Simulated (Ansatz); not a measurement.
Input file:

```yaml
crystal:
  periodic: [false, false, false]
  atoms:
    - {symbol: Co, position_ang: [0.000000, 0.000000, 0.000000]}
    - {symbol: Ge, position_ang: [0.000000, 0.000000, 2.243000]}
basis:
  gaussian: {orbitals: def2-TZVPP}
magnetization: {spin_polarized: false, initial_magnetization: 3}
correlation: {method: ccsdt_q, electrons: outside_noble_gas}
```

```sh
$ ansatz run in.yaml --threads 2 --pin off --events-out ev --progress --plain --max-ram 24576MiB --backend cuda --devices 0, --max-vram 18GiB
```

The program prints:

```
1324 factors; integrals over basis functions are off by at most 1.9e-7 eV
mean field evaluation 1: about -94040.4485 eV, gradient 1.0e2 eV
mean field evaluation 2: about -94040.4512 eV, gradient 1.0e2 eV
mean field evaluation 4: about -94049.6044 eV, gradient 6.3e1 eV
mean field evaluation 8: about -94057.8007 eV, gradient 5.9e0 eV
mean field evaluation 16: about -94057.8754 eV, gradient 2.1e-6 eV
mean field evaluation 32: about -94057.3350 eV, gradient 5.6e0 eV
mean field evaluation 64: about -94060.0981 eV, gradient 2.7e-1 eV
mean field evaluation 96: about -94055.2515 eV, gradient 5.0e0 eV
mean field evaluation 128: about -94059.0674 eV, gradient 2.0e0 eV
mean field evaluation 160: about -94055.2185 eV, gradient 5.0e1 eV
...
cycle  67  -12.10208280 eV  change   -5.2e-6 eV  update   5.4e-6
cycle   1  -12.10208133 eV  update   4.9e-6
cycle   2  -12.10208213 eV  change   -8.0e-7 eV  update   4.8e-6
cycle   3  -12.10208281 eV  change   -6.9e-7 eV  update   4.1e-6
cycle   4  -12.10208273 eV  change    8.8e-8 eV  update   3.9e-6
cycle   5  -12.10208750 eV  change   -4.8e-6 eV  update   3.3e-6
cycle   6  -12.10209419 eV  change   -6.7e-6 eV  update   3.1e-6
cycle   7  -12.10209763 eV  change   -3.4e-6 eV  update   1.9e-6
cycle   8  -12.10209888 eV  change   -1.2e-6 eV  update   1.7e-6
cycle   9  -12.10209817 eV  change    7.1e-7 eV  update   1.3e-6
perturbative correction -0.06555012 eV, -0.0024089223 hartree
Total energy: -94072.26708121 eV, -3457.0920507617 hartree
```

Ran on 2 threads of AMD EPYC 7R13 with a shared H100 80 GB, shared host: 3.5 min wall, 2.1 GiB peak host memory.
